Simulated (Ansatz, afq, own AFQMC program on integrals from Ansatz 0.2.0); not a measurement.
Two steps: Ansatz 0.2.0 writes the Fock matrix and Cholesky factors of the valence space, and afq projects on them the lowest state that overlaps trial and start.

```yaml
crystal:
  periodic: [false, false, false]
  atoms:
    - {symbol: Br, position_ang: [0.000000, 0.000000, -1.594333]}
    - {symbol: H, position_ang: [0.000000, 0.000000, 0.030667]}
    - {symbol: S, position_ang: [0.000000, 0.000000, 1.563667]}
basis:
  gaussian: {orbitals: cc-pVTZ}
magnetization: {spin_polarized: true, initial_magnetization: 2}
correlation: {method: ccsd_t, electrons: outside_noble_gas, hamiltonian_folder: ham}
```

```sh
$ ansatz run in.yaml --threads 1 --pin off --events-out ev --progress --plain --max-ram 16896MiB --backend cuda --devices 0, --max-vram 18GiB
```

Options of the walk:

```
--method phaseless --trial cisd --walkers 2600 --populations 20 --least-time 60 --time-step 0.005 --steps-per-block 50 --equilibration-blocks 28 --max-blocks 4000 --target-error 0.00022 --factor-cut 1e-05 --start spin_pure --seed 5896 --release-times 0.24,0.51,0.99,1.62,2.4 --release-step 0.03 --release-every 3 --taylor-order 6
```

Times are imaginary, in 1/Eh. The walk had a cap of 245 s. With eight or more populations the least sampling time is a fifth of least-time, and the error comes from their spread. Filled inner d shells are frozen with the cores.

Log:

```
orbitals 72  electrons 8 6  factors 487 of 554
reference energy -2970.52152415 Eh
CCSD correlation -0.34707604 Eh in 12 cycles, weight of the determinant in the CISD state 0.8512
energy of the start -2970.865283 Eh
 block  time / (1/Eh)  mean weight  energy / Eh
     1     0.250  1.0003  -2970.860729
     2     0.500  0.9998  -2970.866034
     3     0.750  1.0004  -2970.871056
     4     1.000  0.9999  -2970.874687
     5     1.250  1.0003  -2970.877308
    10     2.500  1.0004  -2970.882783
    15     3.750  1.0002  -2970.884361
    20     5.000  0.9997  -2970.884933
    25     6.250  1.0001  -2970.884115
    30     7.500  0.9999  -2970.883491
    35     8.750  0.9999  -2970.884949
    40    10.000  1.0002  -2970.883645
    45    11.250  1.0004  -2970.885769
    47    11.750  0.9999  -2970.885842
    50    12.500  1.0000  -2970.882740
    55    13.750  1.0005  -2970.884708
    60    15.000  1.0001  -2970.883557
    65    16.250  1.0000  -2970.884194
    70    17.500  1.0001  -2970.883440
    75    18.750  0.9992  -2970.882543
    78    19.500  1.0004  -2970.883438
error from the spread of 20 populations
released: time / (1/Eh)  energy / Eh  error  mean overlap
  0.24  -2970.884319  0.000159  0.9979
  0.51  -2970.884326  0.000185  0.9977
  0.99  -2970.884588  0.000213  0.9951
  1.62  -2970.884424  0.000240  0.9959
  2.40  -2970.883974  0.000305  1.0036
energy -2970.883934 +/- 0.000171 Eh
(rows thinned)
```

The run passed its tests (sampling time, drift between the halves within three errors, error under three times the target), which doesn't prove that it has relaxed.

Against this walk (error 4.7 meV) on the same determinant: CCSD(T) 37.9 meV higher, CCSDT(Q) 19.6 meV lower. The error is statistical and leaves out the bias of the constraint. Released to 2.40 1/Eh the energy moves by -1 ± 10 meV (both errors), within twice the noise.

Cautions: constraint bias not in the error; no relativity below Rb; no spin-orbit coupling; inner d shell frozen; lower spins were not checked; unrestricted determinant slightly spin contaminated (⟨S²⟩ 2.06 against 2.00).

The walk took 88 s on 1 × NVIDIA H100 80GB HBM3 with 2 threads of AMD EPYC 7R13 Processor (Zen 3), on a shared host (the card was shared). The log's last line is the phaseless energy.

CCSDT and higher add their correlation energy to the determinant of the CCSD(T) run, since their own runs factorise the integrals more tightly (a shift of under 2 meV). A walk keeps the symmetry of its determinant, which the program's search chose and which needn't be the lowest solution, so a lower state of the same spin and another symmetry isn't excluded.
